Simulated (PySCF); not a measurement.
**What binds SiP⁻: the parts of the energy along the bond**

State: ¹Σ⁺, singlet, closed shell. RHF-based CCSD(T) in PySCF 2.14 with Si aug-cc-pV(D+d)Z, P aug-cc-pV(D+d)Z and Si aug-cc-pV(T+d)Z, P aug-cc-pV(T+d)Z (frozen core orbitals: 10; no relativity). Correlation energies are extrapolated as n⁻³ (n = 2, 3), Hartree–Fock as (n+1)·exp(−9√n). CV is the change on freezing 2 orbitals instead, in Si cc-pwCVTZ, P cc-pwCVTZ. SR is the spin-free X2C energy in Si cc-pVTZ-DK, P cc-pVTZ-DK less the non-relativistic one in Si cc-pVTZ, P cc-pVTZ. All energies in eV from Si⁻ + P.

| R (Å) | HF/CBS | CCSD corr. | (T) | CV | SR | total |
| --- | --- | --- | --- | --- | --- | --- |
| 1.7788 | -1.549 | -2.301 | -0.2922 | -0.0797 | 0.0046 | -4.217 |
| 1.8596 | -2.118 | -2.347 | -0.3182 | -0.0591 | 0.0089 | -4.834 |
| 1.9405 | -2.359 | -2.404 | -0.3477 | -0.0426 | 0.0115 | -5.141 |
| 2.0214 | -2.360 | -2.468 | -0.3808 | -0.0293 | 0.0130 | -5.225 |
| 2.1022 | -2.188 | -2.541 | -0.4175 | -0.0188 | 0.0135 | -5.152 |
| 2.2033 | -1.807 | -2.641 | -0.4684 | -0.0086 | 0.0133 | -4.912 |
| 2.3043 | -1.306 | -2.751 | -0.5250 | -0.0010 | 0.0125 | -4.570 |

A fit to the total gives Re = 2.0194 Å, De = 5.226 eV, ωe = 667.9 cm⁻¹, Be = 0.2812 cm⁻¹ (masses 27.9769 and 30.9738 u).

Problem. At R = 2.0214 Å the CCSD correlation energy is -0.240178 hartree in the smaller basis and -0.279467 in the larger. Extrapolate it.

Solution. (3³·E3 − 2³·E2)/(3³ − 2³) = -0.29601 hartree; the larger basis holds 94.4 % of it.

The T1 diagnostic is 0.022, large enough to doubt a single reference. The open-shell atoms are computed with UHF. Spin–orbit coupling, excitations beyond (T) and corrections to the Born–Oppenheimer picture are left out.
